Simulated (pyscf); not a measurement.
`[Ge]=[Se]` [singlet] + `[FH]` -> `[F][GeH]=[Se]` (insertion; singlet surface; F–H broken, F–Ge, Ge–H formed). Optimised with ωB97X-D3(BJ)/def2-SVP in PySCF. MP2 and CC: frozen core, UHF for open shells. ΔMP2 is the change of the MP2 total energy from the triple- to the quadruple-zeta basis. Rate constants from transition-state theory at the high-pressure limit, CCSD(T)/def2-TZVPP + ΔMP2(QZVPP) energies (ideal gas, 1 atm, RRHO with modes under 100 cm⁻¹ raised to 100, one conformer, R ln 2 for chiral ones without a mode under 150 cm⁻¹; no tunnelling), k in cm³ molecule⁻¹ s⁻¹.

| T (K) | 1000/T | log10 k |
|---|---|---|
| 298 | 3.354 | -42.67 |
| 600 | 1.667 | ? |
| 900 | 1.111 | -21.71 |
| 1200 | 0.833 | -18.98 |

### Question
Fit an Arrhenius line to the three values, give the activation energy, and predict k at 600 K.

### Answer
Least squares gives log10 k = -11.22 − 9.38 × 1000/T, so Ea = 9.38 × ln 10 × 1.987 = 42.9 kcal/mol, against an electronic barrier of 43.6. At 600 K the line gives -26.85; the computed value is -27.01 (ΔG‡ = 57.7 kcal/mol), a factor 1.4 under the line, since the plot is curved. One saddle was located; it need not be the lowest between these sides. The CCSD(T) − MP2 part came from Ansatz, without density fitting, on the same reference. The frozen core leaves the outer d or s,p core shells of the metals and heavy elements correlated in the MP2 and CC values, and def2-TZVPP describes them poorly, which can shift differences by a few kcal/mol. Elements up to Kr have no core potential and no relativistic terms here.
